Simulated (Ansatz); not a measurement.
# BOF+ (quartet): the correlation ladder, def2-TZVPP

An exercise on one series of results from a longer session: the logs are not shown, and one member is left open.

Program: Ansatz 0.2.0, Gaussian basis. Level of theory: def2-TZVPP, core rule «outside noble gas», up to 3 orbitals frozen. These are calculated values, not measurements.

The runs, in order: UHF; ROHF; CCSD(T) on UHF.

2 further runs of the same task are left out: 2 set aside as unsound or not needed.

## What is computed

The geometry is a PBE0/def2-TZVP stationary point (not a proven minimum) of the parent state, kept for this charge and spin.

3 atoms, charge 1, spin multiplicity 4.

Atoms are counted from 1 here; the program's logs count them from 0.

Bond lengths: B1–O2 1.371 Å, B1–F3 1.310 Å. Angles: O2–B1–F3 114.8°.

Set-up of the first run:

in.yaml

```yaml
crystal:
  periodic: [false, false, false]
  atoms:
    - {symbol: B, position_ang: [0.000000, -0.551074, 0.049105]}
    - {symbol: O, position_ang: [0.000000, 0.175594, 1.211243]}
    - {symbol: F, position_ang: [0.000000, 0.165712, -1.047985]}
basis:
  gaussian: {orbitals: def2-TZVPP}
total_charge: 1
magnetization: {spin_polarized: true, initial_magnetization: 3}
hamiltonian: {xc: hf}
output: {orbitals: {seedname: orbitals}}
```

On the command line:

```bash
ansatz run in.yaml --threads 1 --pin off --events-out ev --progress --plain --max-ram 4096MiB --backend cpu
```

Steps of the session up to this table: UHF; ROHF; CCSD(T) on UHF.

One table of the session follows, with a row left open; its other results are not shown here.

It belongs to the step «Misses and costs». 

```
  method  from UCCSD(T) (kcal/mol)
    ROHF                   +304.19
     UHF                   +299.17
    UMP2                         ?
   UCCSD                     +9.53
UCCSD(T)                         0
```

Q: Estimate the row for UMP2 from the others.

The run gave: from UCCSD(T) (kcal/mol): +23.22. In the column «from UCCSD(T) (kcal/mol)» it lies between UCCSD (+9.53) and UHF (+299.17).
